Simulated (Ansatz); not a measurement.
**MP2/def2-SVPD run of C2H3Cl (SMILES C=CCl)**

Aim: the vertical singlet–triplet gap of C2H3Cl at MP2/def2-SVPD, from 2 runs. 

The calculation is run with Ansatz 0.2.0.

53 further runs of the same task are left out: 53 set aside as unsound or not needed.

## Step 1: The system as given

The species is C2H3Cl (6 atoms), meant as a singlet with charge 0. SMILES: `C=CCl`. The shape is that of a PBE0-D4/def2-TZVP optimisation.

Bond lengths: C1–C2 1.320 Å, C2–Cl3 1.721 Å, C1–H4 1.083 Å, C1–H5 1.083 Å, C2–H6 1.083 Å. Angles: C1–C2–Cl3 123.5°, C1–C2–H6 123.6°, Cl3–C2–H6 112.9°, C2–C1–H4 122.1°, C2–C1–H5 119.4°, H4–C1–H5 118.4°.

## Step 2: A single-point energy at MP2/def2-SVPD

File job.yaml:

```yaml
crystal:
  periodic: [false, false, false]
  atoms:
    - {symbol: C, position_ang: [-0.461860, 0.202020, -0.539180]}
    - {symbol: C, position_ang: [0.378470, -0.011560, 0.455830]}
    - {symbol: Cl, position_ang: [0.897380, -1.579540, 0.939640]}
    - {symbol: H, position_ang: [-0.883050, -0.607730, -1.121290]}
    - {symbol: H, position_ang: [-0.744690, 1.217510, -0.788270]}
    - {symbol: H, position_ang: [0.813760, 0.779300, 1.053260]}
basis:
  gaussian: {orbitals: def2-SVPD}
correlation: {method: mp2, frozen_orbitals: {C: 1, Cl: 5, H: 0}}
accuracy: high
```

Run with:

```console
ansatz run job.yaml --threads 1 --pin off --max-ram 3480MiB --events-out events.jsonl --progress --plain --runs-dir runs
```

What it wrote:

```text
Warning: RAYON_NUM_THREADS=1 ignored (pool sized by the plan → 1); use --threads N
Functional definition: HF
  name "HF"
  exchange = exact_x
  correlation = 0
1801 factors; integrals over basis functions are off by at most 4.1e-9 eV
mean field evaluation 1: about -14604.5650 eV, gradient 2.1e1 eV
mean field evaluation 2: about -14604.5672 eV, gradient 2.1e1 eV
mean field evaluation 4: about -14605.9089 eV, gradient 2.6e0 eV
mean field evaluation 8: about -14605.9403 eV, gradient 4.5e-4 eV
mean field -14605.94031763 eV, -536.7584064109 hartree, gradient 1.0e-8 eV, S^2 0.000000; 0 other end points of the search recorded, 0 dependent functions left out
7 core orbitals not correlated: weight in the atoms' cores, before any rotation towards them, 1.000 or more for the frozen orbitals, at most 0.000 for the correlated occupied ones
reference -14605.94031763 eV, -536.7584064109 hartree; 9, 9 occupied and 75, 75 virtual orbitals, 1801 factors
second order -11.57616493 eV of doubles, -0.00000000 eV of singles
Total energy: -14617.51648256 eV, -537.1838226255 hartree
```

Run time: 2.5 s. Hardware: 1 thread of Arm Neoverse V1, shared host; peak memory 0.22 GiB.

## Step 3: The triplet, same level

File run.yaml:

```yaml
basis:
  gaussian:
    orbitals: def2-SVPD
crystal:
  periodic: [false, false, false]
  atoms:
    - symbol: C
      position_ang: [-0.461860, 0.202020, -0.539180]
    - symbol: C
      position_ang: [0.378470, -0.011560, 0.455830]
    - symbol: Cl
      position_ang: [0.897380, -1.579540, 0.939640]
    - symbol: H
      position_ang: [-0.883050, -0.607730, -1.121290]
    - symbol: H
      position_ang: [-0.744690, 1.217510, -0.788270]
    - symbol: H
      position_ang: [0.813760, 0.779300, 1.053260]
magnetization:
  spin_polarized: true
  initial_magnetization: 2
correlation:
  method: mp2
  frozen_orbitals: {C: 1, Cl: 5, H: 0}
accuracy: high
```

Run with:

```console
ansatz run run.yaml --threads 1 --pin off --max-ram 3480MiB --events-out events.jsonl --progress --plain --runs-dir runs
```

What it wrote:

```text
Warning: RAYON_NUM_THREADS=1 ignored (pool sized by the plan → 1); use --threads N
[... 4 set-up lines as earlier in the session ...]
1801 factors; integrals over basis functions are off by at most 4.1e-9 eV
mean field evaluation 1: about -14600.2636 eV, gradient 1.6e1 eV
mean field evaluation 2: about -14600.2664 eV, gradient 1.6e1 eV
mean field evaluation 4: about -14602.3131 eV, gradient 2.8e0 eV
mean field evaluation 8: about -14602.5502 eV, gradient 7.7e-2 eV
mean field evaluation 16: about -14602.5503 eV, gradient 1.2e-8 eV
mean field -14602.55031611 eV, -536.6338261530 hartree, gradient 1.2e-8 eV, S^2 2.024642; 1 other end points of the search recorded, 0 dependent functions left out
7 core orbitals not correlated: weight in the atoms' cores, before any rotation towards them, 1.000 or more for the frozen orbitals, at most 0.000 for the correlated occupied ones
reference -14602.55031611 eV, -536.6338261530 hartree; 10, 8 occupied and 74, 76 virtual orbitals, 1801 factors
second order -10.37192566 eV of doubles, -0.00000000 eV of singles
Total energy: -14612.92224177 eV, -537.0149873905 hartree
```

Run time: 3.6 s. Hardware: 1 thread of Arm Neoverse V1, shared host; peak memory 0.26 GiB.

## Step 4: Summary of results

At MP2/def2-SVPD, 7 core orbitals frozen:

| quantity | value |
| --- | --- |
| singlet: total energy | -537.18382 Eh |
| singlet: correlation energy (7 core orbitals frozen) | -425.4 mEh |
| triplet: total energy | -537.01499 Eh |
| triplet: correlation energy (7 core orbitals frozen) | -381.2 mEh |
| triplet: ⟨S²⟩ of the reference determinant | 2.025 |
| vertical energy of the triplet above the singlet | 4.594 eV |

**Reading.** At this shape the triplet lies 4.59 eV (443 kJ/mol) above the singlet.
